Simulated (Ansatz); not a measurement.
# CH2Si+ (quartet): the correlation ladder, 6-31G

How much of the correlation energy of CH2Si+ (quartet) does each wave-function method recover here?

Computed with Ansatz 0.2.0, Gaussian basis. Level: 6-31G, core rule «outside noble gas», up to 6 orbitals frozen.

To be run: UHF; CCSD(T) on ROHF; CCSD(T) on UHF; BCCD(T) on ROHF; CISD; CCSDT(Q) on ROHF; CCSDT(Q) on UHF; CISDTQ; CCSDTQ on ROHF; CCSDTQ on UHF; CASSCF and MRCISD+Q, 9 electrons in 10 orbitals; CASSCF and NEVPT2, 9 electrons in 10 orbitals; Full CI.

4 further runs of the same task are left out: 4 set aside as unsound or not needed.

## 1. The geometry

The geometry is a PBE0/def2-TZVP stationary point (not a proven minimum) of the parent state, kept for this charge and spin.

4 atoms, charge 1, spin multiplicity 4.

Atoms are counted from 1 here; the program's logs count them from 0.

Bond lengths: Si1–C2 1.865 Å, C2–H3 1.091 Å, C2–H4 1.091 Å. Angles: Si1–C2–H3 123.8°, Si1–C2–H4 123.8°, H3–C2–H4 112.4°.

## 2. UHF

in.yaml reads:

```yaml
crystal:
  periodic: [false, false, false]
  atoms:
    - {symbol: Si, position_ang: [0.000000, 0.000000, 0.650177]}
    - {symbol: C, position_ang: [0.000000, 0.000000, -1.214577]}
    - {symbol: H, position_ang: [0.000000, -0.906814, -1.821841]}
    - {symbol: H, position_ang: [0.000000, 0.906814, -1.821841]}
basis:
  gaussian: {orbitals: 6-31G}
total_charge: 1
magnetization: {spin_polarized: true, initial_magnetization: 3}
hamiltonian: {xc: hf}
output: {orbitals: {seedname: orbitals}}
```

On the command line:

```console
$ ansatz run in.yaml --threads 1 --pin off --events-out ev --progress --plain --max-ram 4096MiB --backend cpu
```

Further steps of the session: CCSD(T) on ROHF; CCSD(T) on UHF; BCCD(T) on ROHF; CISD; CCSDT(Q) on ROHF; CCSDT(Q) on UHF; CISDTQ; CCSDTQ on ROHF; CCSDTQ on UHF; CASSCF and MRCISD+Q, 9 electrons in 10 orbitals; CASSCF and NEVPT2, 9 electrons in 10 orbitals; Full CI.

**Question.** What will the summary of the whole plan be? Wanted: FCI below the RHF energy; RMP2 from FCI; UMP2 from FCI; RCCSD from FCI; RCCSD(T) from FCI; UCCSD(T) from FCI; RCCSDT(Q) from FCI; UCCSDT(Q) from FCI; NEVPT2 valence from FCI.

As calculated:

| quantity | value |
| --- | --- |
| FCI below the RHF energy | -3.2987 eV |
| RMP2 from FCI | +67.8 kJ/mol |
| UMP2 from FCI | +70.4 kJ/mol |
| RCCSD from FCI | +9.2 kJ/mol |
| RCCSD(T) from FCI | +2.3 kJ/mol |
| UCCSD(T) from FCI | +2.2 kJ/mol |
| RCCSDT(Q) from FCI | +0.1 kJ/mol |
| UCCSDT(Q) from FCI | 0.0 kJ/mol |
| NEVPT2 valence from FCI | +21.8 kJ/mol |
| MRCISD+Q valence from FCI | +1.3 kJ/mol |
| levels within 1 kcal/mol (43 meV) | RCCSD(T), UCCSD(T), BCCD(T), RCCSDT, UCCSDT, CISDTQ, RCCSDT(Q), UCCSDT(Q), RCCSDTQ, UCCSDTQ, MRCISD valence, MRCISD+Q valence |
| T1 diagnostic | 0.026 |
| effectively unpaired electrons | 3.03 |

What this shows: RCCSD(T) misses by +2.3 kJ/mol, 0.7 % of the correlation energy. One determinant dominates. Of the multireference levels listed MRCISD+Q valence comes nearest in total energy (+1.3 kJ/mol), which doesn't show that its space is the better one. These misses are within one basis, not against nature; the frozen cores of restricted and unrestricted runs differ, which can shift their rows.
